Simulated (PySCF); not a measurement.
phosphanide, H2P (charge -1), SMILES [PH2-], point group C2v.

Force field and properties: B3LYP/pcSseg-2 (PySCF, grid level 2). Vibrational terms come from second-order perturbation theory with semi-diagonal cubic constants, by steps of ±0.6 along the normal coordinates of each isotopologue. The parent has the commonest isotopes.

Equilibrium geometry (Å):

```csv
atom,x,y,z
P1,0.0251,0.6623,-0.0094
H2,-1.0213,-0.3208,-0.0438
H3,1.0421,-0.3517,0.0030
```

(1) How much do zero-point and thermal motion change the parent's shieldings?

(2) And the bond lengths, in the parent and with ²H at 2?

The study (43 SCF points, 71 basis functions) took 38 s on 1 thread of Arm Neoverse V1, on a host shared with other jobs (rough), peak memory 0.34 GiB, launched as `OMP_NUM_THREADS=1 python ens_run.py task.json out`.

Results:

(1) 
```json
{"atom": "P1", "σe (ppm)": "650.86", "anharmonic part, 0 K": "-18.77", "harmonic part, 0 K": "-14.34", "Δσ at 0 K": "-33.11", "Δσ at 400 K": "-35.11", "Δσ at 700 K": "-37.22"}
{"atom": "H2", "σe (ppm)": "33.35", "anharmonic part, 0 K": "-0.33", "harmonic part, 0 K": "-0.05", "Δσ at 0 K": "-0.38", "Δσ at 400 K": "-0.42", "Δσ at 700 K": "-0.46"}
```

(2) 
| bond | re (Å) | ⟨r⟩ at 0 K | between mean positions | ⟨r⟩, labelled |
| --- | --- | --- | --- | --- |
| P1–H2 | 1.4362 | 1.4577 | 1.4550 | 1.4516 |
